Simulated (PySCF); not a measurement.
Compound: C4H9P.
Z-matrix (Å and degrees, PBE0-D3(BJ)/def2-SVP geometry), rows numbered from 1:
```
C 
C   1  1.3372
P   2  1.8191  1  127.65
C   3  1.8444  2  101.73  1    19.34
C   3  1.8526  2   99.28  1   122.02
H   1  1.0942  2  121.24  3   175.10
H   1  1.0943  2  122.41  3    -4.41
H   2  1.0986  1  118.50  3  -174.65
H   4  1.1001  3  109.87  2   -73.60
H   4  1.1004  3  108.56  2   169.21
H   4  1.1019  3  112.60  2    48.30
H   5  1.1012  3  112.57  2   -54.90
H   5  1.1005  3  109.26  2    66.21
H   5  1.1006  3  109.12  2  -176.43
```

The calculation used PBE0-D3(BJ)/def2-SVP geometry optimisation, gas phase in PySCF.

Masses are those of the commonest isotopes; rigid-rotor values at the optimised geometry. The values belong to one conformer with, in the numbering `[CH2:1]=[CH:2][P:3]([CH3:4])[CH3:5]`, C1–C2–P3–C4 19°.

**Question.** Give the principal moments of inertia and the rotational constants in GHz.

**Answer.** Ia = 93.22, Ib = 164.61, Ic = 213.08 u·Å²; 505379 MHz·u·Å²/I gives 5421, 3070 and 2372 MHz, that is A = 5.4214, B = 3.0702, C = 2.3718 GHz.

**Question.** Classify the top.

**Answer.** An asymmetric top; Ray's κ = -0.542.

**Question.** What does the inertial defect say?

**Answer.** Not planar: Δ = Ic − Ia − Ib = -44.75 u·Å². For a rigid frame Δ = −2 Σ m c², so Σ m c² = 22.37 u·Å² lies off the ab plane: 5.67 from hydrogen and 16.70 from heavier atoms. The atom farthest from that plane is 1.66 Å away.

**Question.** Give the other two planar moments, Paa and Pbb, and the rms extents of the mass along the axes.

**Answer.** Paa = Σ m a² = (Ib + Ic − Ia)/2 = 142.23 and Pbb = Σ m b² = (Ia + Ic − Ib)/2 = 70.85 u·Å². With the mass M = 88.04 u, the rms extents √(P/M) along a, b and c are 1.27, 0.90, 0.50 Å.

**Question.** Give the coordinates in the principal-axis frame, origin at the centre of mass.

**Answer.** The sense of each axis is arbitrary; atoms in the order of the calculation.
```
atom  mass (u)   a (Å)   b (Å)   c (Å)
  C1    12.000   2.202  -0.050  -0.310
  C2    12.000   1.120  -0.705   0.124
  P3    30.974  -0.500  -0.005   0.566
  C4    12.000  -0.447   1.630  -0.286
  C5    12.000  -1.568  -0.958  -0.609
  H6     1.008   3.152  -0.568  -0.472
  H7     1.008   2.194   1.025  -0.516
  H8     1.008   1.204  -1.782   0.325
  H9     1.008   0.230   2.311   0.251
 H10     1.008  -1.453   2.074  -0.255
 H11     1.008  -0.121   1.550  -1.336
 H12     1.008  -1.239  -0.858  -1.655
 H13     1.008  -1.554  -2.023  -0.331
 H14     1.008  -2.607  -0.605  -0.519
```

**Question.** List the rotational levels J(Ka,Kc) to J = 2 (cm⁻¹).

**Answer.** Above 0(0,0):
J = 1: 1(0,1) 0.1815, 1(1,1) 0.2600, 1(1,0) 0.2833
J = 2: 2(0,2) 0.5401, 2(1,2) 0.5997, 2(1,1) 0.6696, 2(2,1) 0.9049, 2(2,0) 0.9093
The levels of one J sum to (2J + 1)J(J + 1)(A + B + C)/3.

**Question.** Which lines would a microwave search look for?

**Answer.** The dipole components are |μa| = 0.10 D, |μb| = 0.12 D, |μc| = 1.17 D. The squared components, which scale the intensities, stand as 0.01 : 0.01 : 1.00 (a : b : c). Some lines, for components of 0.1 D or more:

```tsv
type	branch	J(Ka,Kc)	MHz	lower level (cm⁻¹)
b	Q	2(1,1) ← 2(0,2)	3882	0.540
c	Q	2(2,1) ← 2(1,1)	7054	0.670
b	Q	2(2,1) ← 2(1,2)	9149	0.600
b	R	3(1,2) ← 2(2,1)	10227	0.905
c	Q	3(3,1) ← 3(2,1)	12939	1.471
b	Q	3(3,0) ← 3(2,1)	12956	1.471
b	Q	3(3,1) ← 3(2,2)	13579	1.449
c	R	2(1,1) ← 1(0,1)	14632	0.182
b	R	3(1,3) ← 2(0,2)	16988	0.540
b	R	2(2,1) ← 1(1,0)	18636	0.283
b	R	2(2,0) ← 1(1,1)	19468	0.260
c	R	3(1,2) ← 2(0,2)	21162	0.540
c	R	3(2,2) ← 2(1,2)	25475	0.600
c	R	3(3,0) ← 2(2,0)	29788	0.909
```

**Question.** Estimate the classical rotational partition function at 10 K, 25 K and 500 K.

**Answer.** Point group C1, symmetry number σ = 1; q = (√π/σ)·√((kT/h)³/(ABC)), k/h = 20836.6 MHz/K: 848 at 10 K, 3350 at 25 K, 300000 at 500 K.

No frequency check. These are rigid-rotor constants of the computed structure; measured ground-state constants (B0) also hold zero-point vibration. A rigid rotor knows nothing of internal rotation, which can split or shift real lines.
